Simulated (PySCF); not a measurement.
C2H6O, SMILES CCO. The structure is a stationary point at B3LYP-D3(BJ)/def2-TZVP. Other conformers were not sampled.

These are B3LYP-D3(BJ)/def2-TZVP (PySCF) values and carry that method's errors.

Harmonic wavenumbers (cm⁻¹): 265, 287, 424, 810, 886, 1062, 1071, 1137, 1282, 1371, 1405, 1420, 1489, 1494, 1519, 2987, 3023, 3068, 3089, 3103, 3795. Rotational constants (GHz): 34.46, 9.186, 8.111; symmetry number 1.

Task: Work out the zero-point energy and the ideal-gas rigid-rotor harmonic-oscillator thermochemistry at 298.15 K and 1 atm.

Result: ZPE = ½ Σ hcν = ½ × 34987 cm⁻¹ = 50.02 kcal/mol. H − E(el) = 53.30 kcal/mol. Entropy in cal/(mol K): translation 37.41, rotation 22.35, vibration 4.66, total 64.42. G − E(el) = 34.09 kcal/mol. Cp = 15.53 cal/(mol K).
